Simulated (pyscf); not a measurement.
7 gas-phase steps of one pattern: four-centre exchange on the singlet surface, Ge–N + H–H or H–H + N–Si or H–H + N–Sn broken and Ge–H + H–N or H–N + H–Si or H–N + H–Sn formed. Structures and frequencies: ωB97X-D3(BJ)/def2-SVP in PySCF. Electronic energies in eV, from the separated reactants; ΔE‡ and ΔE at ωB97M-D3(BJ)/def2-TZVP. Rows were drawn at random from the steps of this pattern with a verified saddle, stable references and no exit in the data more than 5 kcal/mol lower.

| row | step | ΔE | ΔE‡ |
|---|---|---|---|
| 1 | H₂N–SnH₃ + H₂ -> SnH₄ + NH₃ | -0.38 | 1.50 |
| 2 | H₂N–Ge(Cl)(Cl)–Cl + H₂ → Cl–GeH(Cl)–Cl + NH₃ | -0.03 | ? |
| 3 | H₂N–GeH(Cl)–Cl + H₂ -> Cl–GeH₂–Cl + NH₃ | -0.02 | 1.88 |
| 4 | H₂N–SiH(NH₂)–NH–SiH₃ + H₂ -> H₂N–SiH(NH₂)–NH₂ + SiH₄ | +0.34 | 2.14 |
| 5 | H₂N–SiH₂–OH + H₂ -> HO–SiH₃ + NH₃ | +0.50 | 1.99 |
| 6 | H₂N–SiH(OH)–OH + H₂ → HO–SiH₂–OH + NH₃ | +0.55 | 1.89 |
| 7 | HB=N–SiH₃ + H₂ → HB=NH + SiH₄ | +0.58 | 2.87 |

From a straight line through the complete rows, estimate the missing barrier and say how far the line can be trusted.

Over the 6 complete rows the means are +0.26 (ΔE) and 2.04 (ΔE‡); least squares gives b = 0.82 and a = 1.83 eV, with residuals of 0.30 eV (root mean square; largest 0.56, row 7). For row 2: 1.83 + 0.82 × (-0.03) = 1.81 eV. The computed barrier is 1.94 eV, 0.13 over the line. The scatter is large against the spread of the barriers, so the line says little here. Each barrier is that of the saddle found. Elements up to Kr have no core potential and no relativistic terms here. Elements past Kr carry the def2 core potentials, without spin-orbit coupling.
